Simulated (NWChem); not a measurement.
Species: B cation, singlet

Low-valent species are run as closed-shell singlets; no triplet was tried in these runs.

Q: Give the principal values of the shielding tensors (ppm) of B1 from PBE0/pcSseg-0, GIAO (NWChem), with their diamagnetic and paramagnetic parts as GIAO splits them.

A: 
| atom | σ11 | σ22 | σ33 | isotropic | diamagnetic | paramagnetic |
|---|---|---|---|---|---|---|
| B1 | 193.7 | 193.7 | 193.7 | 193.7 | 193.7 | 0.0 |
